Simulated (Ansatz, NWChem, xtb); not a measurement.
## How methods differ on Si3H8 (trisilane)

Si3H8 has 11 atoms, charge 0, and is taken as a singlet. SMILES: `[SiH3][SiH2][SiH3]`. The shape is that of a PBE0-D4/def2-TZVP optimisation.

```xyz
11

Si   -1.2926    1.3667   -0.5253
Si   -0.4626   -0.8073   -0.2963
Si    1.6319   -0.7744    0.7428
H    -2.6258    1.3677   -1.1851
H    -0.3540    2.1804   -1.3441
H    -1.4225    2.0001    0.8146
H    -0.3434   -1.4402   -1.6402
H    -1.4104   -1.6208    0.5164
H     1.5159   -0.1549    2.0904
H     2.5838    0.0318   -0.0680
H     2.1796   -2.1492    0.8948
```

Quantity: the energy change with the Si1–Si2 bond stretched from 2.338 to 2.689 Å, in eV. The values are calculated.

```json
{"level": "GFN-FF", "kind": "force field", "program": "xtb", "value (eV)": "0.43", "less CCSD(T)/6-31G*": "-0.01", "CPU time (all runs)": "under 2 s"}
{"level": "HF/6-31G* (spherical functions) (restricted)", "kind": "Hartree–Fock", "program": "Ansatz", "value (eV)": "0.45", "less CCSD(T)/6-31G*": "+0.01", "CPU time (all runs)": "2.1 s"}
{"level": "SVWN5/6-31G* (spherical functions) (restricted)", "kind": "LDA", "program": "Ansatz", "value (eV)": "0.46", "less CCSD(T)/6-31G*": "+0.02", "CPU time (all runs)": "3.6 s"}
{"level": "r2SCAN/6-31G* (spherical functions) (restricted)", "kind": "meta-GGA", "program": "Ansatz", "value (eV)": "0.43", "less CCSD(T)/6-31G*": "-0.01", "CPU time (all runs)": "9.6 s"}
{"level": "B3LYP/6-31G* (spherical functions) (restricted)", "kind": "global hybrid", "program": "Ansatz", "value (eV)": "0.39", "less CCSD(T)/6-31G*": "-0.05", "CPU time (all runs)": "6.5 s"}
{"level": "wB97X/6-31G* (spherical functions) (restricted)", "kind": "range-separated hybrid", "program": "NWChem", "value (eV)": "0.50", "less CCSD(T)/6-31G*": "+0.06", "CPU time (all runs)": "99 s"}
{"level": "PBE-QIDH/6-31G* (spherical functions) (restricted)", "kind": "double hybrid", "program": "Ansatz", "value (eV)": "0.50", "less CCSD(T)/6-31G*": "+0.06", "CPU time (all runs)": "9.8 s"}
{"level": "MP3/6-31G* (spherical functions) (restricted)", "kind": "perturbation theory", "program": "NWChem", "value (eV)": "0.46", "less CCSD(T)/6-31G*": "+0.02", "CPU time (all runs)": "33 s"}
{"level": "CCSD(T)/6-31G* (spherical functions) (restricted)", "kind": "coupled cluster or CI", "program": "Ansatz", "value (eV)": "0.44", "less CCSD(T)/6-31G*": "0.00", "CPU time (all runs)": "5.9 s"}
```

Differences are taken from CCSD(T)/6-31G* (spherical functions) (restricted) for orientation; it has basis-set and higher-order errors of its own. The first shape isn't each level's own minimum. The values span 0.39 to 0.50 eV. CPU times are rough (shared hosts, several kinds of processor): they show what a rung costs within a factor of a few.
